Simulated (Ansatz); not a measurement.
Geometry optimisation, UKS r2SCAN/def2-SVP (Ansatz).

The input (input.yaml):

```yaml
crystal:
  periodic: [false, false, false]
  atoms:
    - { symbol: C, position_ang: [-0.1024, -0.5962, 0.1258] }
    - { symbol: S, position_ang: [0.8264, 0.8454, 0.3095] }
    - { symbol: H, position_ang: [-1.0231, -0.5421, -0.5846] }
    - { symbol: H, position_ang: [0.146, -1.4378, 0.6757] }
    - { symbol: H, position_ang: [0.203, 1.6571, -0.5678] }
magnetization:
  spin_polarized: true
  initial_magnetization: 1
basis:
  gaussian: { orbitals: def2-SVP }
hamiltonian:
  xc: r2scan
relax:
  f_tol: 0.015
  max_steps: 40
```

Command:

```bash
$ ansatz run input.yaml --threads 1 --pin off --max-ram 2048MiB --backend cpu --events-out ev --progress --plain --runs-dir out
```

Where does it end, and by what steps?

It converged. After 4 steps the energy has fallen by 0.172 eV; C1 moved furthest, 0.05 Å.

```csv
step,energy less start (eV),largest force component (eV/Å),accepted
0,0.0000,2.928,yes
1,-0.1619,0.686,yes
2,-0.1717,0.076,yes
3,-0.1716,0.116,no
4,-0.1722,0.012,yes
```

```xyz
5
Properties=species:S:1:pos:R:3
C -0.127 -0.566 0.089
S 0.841 0.850 0.316
H -1.002 -0.563 -0.561
H 0.139 -1.444 0.678
H 0.199 1.650 -0.564
```

Whether the end is a true minimum wasn't checked by a vibrational analysis.

Time of the run: 13 s on 1 thread of Arm Neoverse V2 (shared host), peak memory 0.14 GiB.
